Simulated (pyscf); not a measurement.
## Routes from `[P]#[P]` + `[SiH4]`

Candidate steps break at most two bonds and form at most two. Each was searched with GFN2-xTB (tblite) first. Optimised with ωB97X-D3(BJ)/def2-SVP in PySCF. MP2 and CC: frozen core, UHF for open shells. ΔMP2 is the change of the MP2 total energy from the triple- to the quadruple-zeta basis. Energies: CCSD(T)/def2-TZVPP + ΔMP2(QZVPP), kcal/mol, from the separated reactants, singlet surface; ΔG‡ with ideal gas, 1 atm, RRHO with modes under 100 cm⁻¹ raised to 100, one conformer, R ln 2 for chiral ones without a mode under 150 cm⁻¹.

```json
[
 {"products": "H₃Si–P=PH", "type": "addition across a multiple bond or ene-type step", "ΔE‡": "43.3", "ΔE": "-5.9", "ΔG‡ 298 K": "51.8", "ΔG‡ 900 K": "69.7", "ν‡ (cm⁻¹)": "881i"},
 {"products": "HP=PH + SiH₂ [singlet]", "type": "concerted two-bond exchange", "ΔE‡": "52.8", "ΔE": "+52.2", "ΔG‡ 298 K": "58.2", "ΔG‡ 900 K": "73.8", "ν‡ (cm⁻¹)": "665i"}
]
```

Row 2: On the product side the descent ends in an adduct with a H–Si contact, 8.5 kcal/mol under the separated species and 8.7 kcal/mol under the saddle at ωB97X-D3(BJ)/def2-TZVP. 

Plain bond fissions and candidates not yet searched are not listed, and one of them may be faster. Each barrier is that of the saddle found; lower ones may exist. The CCSD(T) − MP2 part came from Ansatz, without density fitting, on the same reference.
